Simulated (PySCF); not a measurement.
## SnH$_{2}$⁻, doublet in def2-SVPD: errors against RCCSDT

Geometry: a PBE0/def2-TZVPD stationary point for this spin, not checked as a minimum.

```xyz
3

Sn    0.0000   -0.0211    0.0000
H     0.0000    1.2419   -1.2881
H     0.0000    1.2419    1.2881
```

Basis def2-SVPD with its core potentials; PySCF 2.14.0. Only valence electrons are correlated (noble-gas cores and the filled d shells of p-block atoms frozen), which leaves 7 electrons in 39 orbitals. Prefix R: restricted or restricted open-shell reference. No spin–orbit coupling is included; scalar relativity enters through the core potentials alone.

Full CI isn't at hand for all of this; RCCSDT serves as the reference. It lacks quadruple excitations.

```
UHF ⟨S²⟩                          : 0.770
T1 diagnostic (ROHF- or RHF-based CCSD)             : 0.0215
largest doubles amplitude (ROHF- or RHF-based CCSD) : 0.057
```

From what is known of these methods and the diagnostics, rank them by the size of their error in total energy against RCCSDT in def2-SVPD, smallest first (an estimate: the text doesn't fix the numbers).
A. RCCSD(T)
B. RHF
C. RCCSD
D. RMP2

A (2.0 kJ/mol), C (10.2 kJ/mol), D (74.6 kJ/mol), B (317.7 kJ/mol).

All errors are against RCCSDT in def2-SVPD. Within each family the higher level lies nearer, as is usual though not guaranteed.
